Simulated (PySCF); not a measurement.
1-Buten-3-yne, C₄H₄, SMILES C#CC=C, point group Cs.

Level: B3LYP/pcSseg-1 in PySCF (density fitting, grid level 2); geometry and Hessian at that level, cubic constants and property derivatives from steps of ±0.6 along each species' dimensionless normal coordinates, second-order vibrational perturbation theory. The parent has the commonest isotopes.

Equilibrium geometry (Å):

```csv
atom,x,y,z
C1,1.9784,0.4075,0.5783
C2,0.9316,-0.0138,0.1557
C3,-0.2875,-0.5490,-0.3485
C4,-1.4218,0.1442,-0.4948
H5,2.9002,0.7874,0.9529
H6,-0.2623,-1.6033,-0.6268
H7,-2.3163,-0.3316,-0.8874
H8,-1.4861,1.1964,-0.2287
```

Give the equilibrium and ground-state rotational constants (MHz) of parent; ²H at 6; ²H at 7; ²H at 7, ²H at 8.


```tsv
species	Ae	Be	Ce	A0	B0	C0	Δ0 (u Å²)	harmonic ZPE (cm⁻¹)
parent	51800	4719.2	4325.2	51787	4705.6	4307.6	0.164	13375
²H at 6	41663	4685.9	4212.2	41581	4673.2	4195.1	0.172	12684
²H at 7	51799	4416.6	4069.6	51800	4402.8	4052.8	0.157	12688
²H at 7, ²H at 8	42894	4330.9	3933.8	42830	4319	3918.3	0.166	12009
```

Δ0 = Ic − Ia − Ib from the ground-state constants.

How is the parent's vibrational correction B0 − Be made up?


| axis | harmonic | Coriolis | cubic | total (MHz) |
| --- | --- | --- | --- | --- |
| a | 445 | -151 | -307 | -12.7 |
| b | 6.66 | -2.41 | -17.9 | -13.7 |
| c | 2.61 | -2.99 | -17.2 | -17.6 |

And its quartic centrifugal distortion constants from the harmonic force field?

Asymmetric top, A reduction, Ir representation: ΔJ = 1.7 kHz, ΔJK = -80.4 kHz, ΔK = 3230 kHz, δJ = 0.339 kHz, δK = 19.5 kHz.

A mode lies under 250 cm⁻¹, where this perturbation treatment is rough.
